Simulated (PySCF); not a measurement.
# The bond of PN, level by level

An exercise on one series of results from a longer session: the logs are not shown, and one member is left open.

Method: P def2-TZVPPD, N def2-TZVPPD, no relativity; program: PySCF 2.14.0.

The first run:

A driver script around PySCF takes these settings:

```yaml
atoms: P, N
charge: 0
basis: P def2-TZVPPD, N def2-TZVPPD
Hamiltonian: no relativity
basis_functions: 85
electrons_treated: 22
masses_in_u: 30.9738, 14.0031
levels: PBE0, PBE, r²SCAN, BP86, M06-L, M06, TPSSh, MN15, CAM-B3LYP, HF, MP2, SCS-MP2, CCSD, CCSD(T)
grid: 80 radial by 434 angular points
occupations: held fixed by the projection of orbital angular momentum
dissociation_limit: P + N, each in its ground configuration
starting_distance_in_angstrom: 1.720
values_of_2S_to_try: 0, 2, 4
```

Command:

```sh
$ OMP_NUM_THREADS=2 python dia.py task.json out
```

Among the steps run: Set-up; PBE0 along the bond; Excited determinants; PBE (GGA); r²SCAN (meta-GGA); BP86 (GGA); M06-L; M06; TPSSh; MN15 (hybrid meta-GGA); CAM-B3LYP (range-separated hybrid); RHF (mean field); Adding correlation.

One table of the session follows, with a row left open; its other results are not shown here.

It belongs to the step «The curves together». Energy (eV) from each level's lowest point:

| R (Å) | RHF | RHF-MP2 | RHF-SCS-MP2 | RHF-CCSD | RHF-CCSD(T) |
| --- | --- | --- | --- | --- | --- |
| 1.274 | 1.854 | 2.722 | 2.655 | n/a | n/a |
| 1.334 | 0.711 | 1.368 | 1.313 | 1.107 | 1.220 |
| 1.393 | 0.142 | 0.558 | 0.517 | 0.372 | 0.443 |
| 1.438 | 0.000 | 0.216 | 0.187 | 0.096 | 0.133 |
| 1.482 | 0.045 | 0.043 | 0.028 | 0.000 | 0.000 |
| 1.526 | ? | ? | ? | ? | ? |
| 1.586 | 0.670 | 0.088 | 0.112 | 0.269 | 0.174 |
| 1.660 | 1.407 | 0.349 | 0.406 | 0.732 | 0.562 |
| 1.749 | 2.471 | 0.772 | 0.877 | 1.451 | 1.181 |
| 1.867 | 4.031 | 1.362 | 1.540 | n/a | n/a |

Estimate the missing values for R (Å) = 1.526.

Worked estimate for «RHF». A straight line through the neighbours (1.482, 0.045) and (1.586, 0.670) gives 0.045 + (0.670 − 0.045) × (1.526 − 1.482) / (1.586 − 1.482) = 0.309; a parabola fitted to 4 rows on both sides gives 0.247.

As computed: RHF: 0.239; RHF-MP2: 0.000; RHF-SCS-MP2: 0.000; RHF-CCSD: 0.045; RHF-CCSD(T): 0.006. In «RHF» the line misses by +0.070 and the parabola by +0.008.
